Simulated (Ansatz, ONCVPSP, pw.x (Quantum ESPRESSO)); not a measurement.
**Li (Z = 3): one change to the ONCV potential, in the atom and in the fcc crystal**

```
Element                 : lithium (Li)
Generator               : ONCVPSP 4.0.1.1 (patched build)
Type                    : optimised norm-conserving Vanderbilt (ONCV)
Functional              : LDA (Perdew-Wang 92)
Relativity              : scalar-relativistic
Frozen core             : [He]
Valence charge          : 1
Reference configuration : 2s0.75 2p0.25
Partial waves           : 2s: rc 2.60 bohr, ncon 4, nbas 9, qcut 3.1 1/bohr, local; 2p: rc 4.00 bohr, ncon 3, nbas 7, qcut 2.4 1/bohr, 2 projectors, debl 1 Ha
Local potential         : the s channel
Core correction         : Teter function fitted to the true core (icmod 2), fcfact 0.2
```

Change: p: qcut 1.6.

Cutoffs, loose and tight: the cutoffs (Ha) at which the residual kinetic energy of the hardest occupied pseudo-wave falls to 1 and 0.1 mHa per electron. They do not see the model core or the augmentation charge, which bear on the density cutoff. Test errors are all-electron minus pseudo excitation energies from the reference, over the configurations 2s1 2p0; 2s0.5 2p0; 2s0 2p1; variants that change the core or the reference have their own tests.

Crystal test: fcc Li in pw.x 7.5, no spin, 13³ k-points, Fermi–Dirac smearing 0.01 Ry, cutoffs set for each file from its atomic test. The reference is all-electron LAPW (Ansatz 0.2.0) with the same functional, mesh and smearing; V0 and B0 come from Birch–Murnaghan fits to the pressures at five volumes. Errors are pseudo minus all-electron; Δ is the rms difference of the E(V) curves that follow from these fits, minima aligned, over ±6 % about the mean V0. Mesh and smearing are coarse, so the numbers serve the comparison and aren't converged zero-temperature values; the lattice is a test structure that the element need not adopt.

All-electron: a0 = 4.237 Å (V0 = 19.01 Å³/atom), B0 = 14.9 GPa.

Task: Does the change bring the crystal closer to the all-electron result?

Result: The mean pressure error goes from -1.36 to -3.71 GPa, so the change moves the solid further from the all-electron pressures. Neither pressure curve crosses zero within the volumes sampled, so no fits are given.

```json
{"quantity": "outcome (atom)", "base": "generated", "changed": "generated"}
{"quantity": "cutoff, loose (atom)", "base": "2.3 Ha", "changed": "2.3 Ha"}
{"quantity": "cutoff, tight (atom)", "base": "3.6 Ha", "changed": "8.2 Ha"}
{"quantity": "bound ghosts (atom)", "base": "none", "changed": "none"}
{"quantity": "largest test error (meV) (atom)", "base": "-3.9", "changed": "-6.8"}
{"quantity": "cutoffs in pw.x (Ry)", "base": "50/200", "changed": "50/200"}
{"quantity": "mean pressure error (GPa)", "base": "-1.36", "changed": "-3.71"}
```

Base: The largest radius (4.00 bohr) exceeds half the bond length (2.83 bohr), so the spheres overlap, which is one possible source of error among others. This is a poor potential for the solid. The atomic tests give no hint of an error of this size, and its cause was not traced. Changed file: The largest radius (4.00 bohr) exceeds half the bond length (2.83 bohr), so the spheres overlap, which is one possible source of error among others. This is a poor potential for the solid. The atomic tests give no hint of an error of this size, and its cause was not traced. The cutoffs count occupied waves only; projector 2 of the p channel, the hardest unoccupied one, needs 10 Ha at the loose tolerance.
